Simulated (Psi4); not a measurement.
# BH2ClO (SMILES OBCl): BP86/cc-pVDZ (ints tolerance 1e-08, sweep point 4)

Aim: the vertical electron affinity of BH2ClO at BP86/cc-pVDZ (ints tolerance 1e-08, sweep point 4), from 2 runs. 

The results are computed with Psi4 1.11.

4 further runs of the same task are left out: 4 set aside as unsound or not needed. Runs told in other sessions of the task aren't counted.

## Step 1: Starting point

The species is BH2ClO (5 atoms), meant as a singlet with charge 0. As SMILES, `OBCl`. Geometry: relaxed at PBE0-D4/def2-TZVP. This is one conformer, not always the lowest.

Bond lengths: O1–B2 1.340 Å, B2–Cl3 1.766 Å, O1–H4 0.963 Å, B2–H5 1.189 Å. Angles: O1–B2–Cl3 121.0°, O1–B2–H5 119.8°, Cl3–B2–H5 119.2°, B2–O1–H4 113.9°.

## Step 2: A single-point energy at BP86/cc-pVDZ (ints tolerance 1e-08, sweep point 4)

job.dat

```
memory 1.6 GB

molecule system {
  O     -1.63140056    -1.16898458    -0.00548021
  B      0.71620620    -0.25927042     0.26059323
  Cl     1.49023802     2.82703028    -0.74700874
  H     -2.79244829     0.00226767    -0.77422079
  H      2.31170197    -1.54031576     1.18788184
  units bohr
  symmetry c1
}

set globals {
  basis cc-pVDZ
  puream true
  scf_type direct
  dft_radial_points 99
  dft_spherical_points 590
  ints_tolerance 1e-08
  maxiter 60
}

energy('bp86')
```

Command:

```console
$ psi4 -n 1 job.dat job.out
```

job.out:

```text
[...]
  Running in c1 symmetry.
[...]
  Nuclear repulsion =   84.721670250700868
[...]
  Multiplicity = 1
[...]
  Nalpha       = 16
  Nbeta        = 16
[...]
    Number of basis functions: 56
[...]
   @DF-RKS iter   1:  -561.41159368759349   -1.20904e-01   1.21439e-02 DIIS/ADIIS
[...]
   @RKS iter  11:  -561.61252243423212   -5.72359e-08   8.54665e-07 DIIS
[...]
    Orbital Energies [Eh]
    ---------------------
    Doubly Occupied:
       1A   -100.735880     2A    -18.831162     3A     -9.186048
       4A     -7.007091     5A     -7.001681     6A     -6.999825
       7A     -6.594615     8A     -0.973748     9A     -0.763854
      10A     -0.538811    11A     -0.427922    12A     -0.388609
      13A     -0.354718    14A     -0.312491    15A     -0.293706
      16A     -0.279581
[...]
  @RKS Final Energy:  -561.61252243423212
   => Energetics <=
    Nuclear Repulsion Energy =             84.7216702507008677
    One-Electron Energy =                -941.5964215976458718
    Two-Electron Energy =                 336.9902224413966110
    DFT Exchange-Correlation Energy =     -41.7279935286836761
    Empirical Dispersion Energy =           0.0000000000000000
    VV10 Nonlocal Energy =                  0.0000000000000000
    Total Energy =                       -561.6125224342321189
[...]
 Multipole Moments:
 ------------------------------------------------------------------------------------
     Multipole            Electronic (a.u.)      Nuclear  (a.u.)        Total (a.u.)
 ------------------------------------------------------------------------------------
 L = 1.  Multiply by 2.5417464519 to convert [e a0] to [Debye]
 Dipole X            :          0.8104051           -1.3289311           -0.5185260
 Dipole Y            :          2.0487674           -2.0113007            0.0374666
 Dipole Z            :         -0.5900045            0.4375798           -0.1524247
 Magnitude           :                                                    0.5417621
[...]
```

Run time: 9.3 s. Hardware: 1 thread of AMD EPYC 7B13 (Zen 3), shared host; peak memory 0.72 GiB.

## Step 3: The doublet anion, same level

job.inp

```
memory 1600 MB

molecule molecule1 {
  -1 2
  O     -1.63140056    -1.16898458    -0.00548021
  B      0.71620620    -0.25927042     0.26059323
  Cl     1.49023802     2.82703028    -0.74700874
  H     -2.79244829     0.00226767    -0.77422079
  H      2.31170197    -1.54031576     1.18788184
  units bohr
  symmetry c1
}

set basis cc-pVDZ
set reference uks
set puream true
set scf_type direct
set dft_radial_points 99
set dft_spherical_points 590
set ints_tolerance 1e-08
set maxiter 100

energy_value, wavefunction = energy('bp86', return_wfn=True)
```

Command:

```console
$ psi4 -n 1 job.inp job.out
```

job.out:

```text
[...]
  Running in c1 symmetry.
[...]
  Nuclear repulsion =   84.721670250700868
[...]
  Multiplicity = 2
[...]
  Nalpha       = 17
  Nbeta        = 16
[...]
    Number of basis functions: 56
[...]
   @DF-UKS iter   1:  -561.14658023983031    1.44110e-01   1.54514e-02 ADIIS/DIIS
[...]
   @UKS iter  12:  -561.53557523686572   -9.55860e-08   7.92005e-07 DIIS
[...]
   @S^2 Observed:                7.524834065E-01
[...]
    Orbital Energies [Eh]
    ---------------------
    Alpha Occupied:
       1A   -100.488236     2A    -18.546874     3A     -8.936901
       4A     -6.757528     5A     -6.752287     6A     -6.751940
       7A     -6.278095     8A     -0.701256     9A     -0.513737
      10A     -0.270840    11A     -0.174168    12A     -0.124260
      13A     -0.094266    14A     -0.054737    15A     -0.044496
      16A     -0.037613    17A      0.199110
    Alpha Virtual:
      18A      0.235143    19A      0.303685    20A      0.358477
      21A      0.396598    22A      0.464589    23A      0.477491
      24A      0.509144    25A      0.638704    26A      0.663107
[...]
  @UKS Final Energy:  -561.53557523686572
   => Energetics <=
    Nuclear Repulsion Energy =             84.7216702507008677
    One-Electron Energy =                -949.8336489466875037
    Two-Electron Energy =                 345.6069397982100782
    DFT Exchange-Correlation Energy =     -42.0305363390892239
    Empirical Dispersion Energy =           0.0000000000000000
    VV10 Nonlocal Energy =                  0.0000000000000000
    Total Energy =                       -561.5355752368657249
  UHF NO Occupations:
  HONO-2 :   15  A 1.9998090
  HONO-1 :   16  A 1.9990958
[...]
 Multipole Moments:
 ------------------------------------------------------------------------------------
     Multipole            Electronic (a.u.)      Nuclear  (a.u.)        Total (a.u.)
 ------------------------------------------------------------------------------------
 L = 1.  Multiply by 2.5417464519 to convert [e a0] to [Debye]
 Dipole X            :          0.6354550           -1.3289311           -0.6934761
 Dipole Y            :          3.0332652           -2.0113007            1.0219645
 Dipole Z            :         -1.0235757            0.4375798           -0.5859959
 Magnitude           :                                                    1.3670083
[...]
```

Wall time 13 s (1 thread of AMD EPYC 7B13 (Zen 3), shared host); peak memory 0.72 GiB.

## Step 4: What came out

At BP86/cc-pVDZ (ints tolerance 1e-08, sweep point 4):

| quantity | value |
| --- | --- |
| singlet BH2ClO: total energy | -561.61252 Eh |
| singlet BH2ClO: dipole moment | 1.38 D |
| singlet BH2ClO: HOMO energy | -7.61 eV |
| singlet BH2ClO: LUMO energy | -1.16 eV |
| singlet BH2ClO: HOMO–LUMO gap | 6.45 eV |
| doublet anion: total energy | -561.53558 Eh |
| doublet anion: HOMO energy (highest over α and β) | 5.42 eV |
| doublet anion: LUMO energy (lowest over α and β) | 6.40 eV |
| doublet anion: ⟨S²⟩ | 0.752 |
| vertical electron affinity (to the doublet anion) | -2.094 eV |

**Reading.** The anion lies 2.09 eV (48 kcal/mol) above the neutral: the electron isn't bound at this level, and such a value depends on the basis. Without diffuse functions anions come out too high. The HOMO (doublet anion) lies at positive energy, 5.42 eV, from the functional's self-interaction, a short basis or an electron that isn't bound; only total energies against the neutral tell.
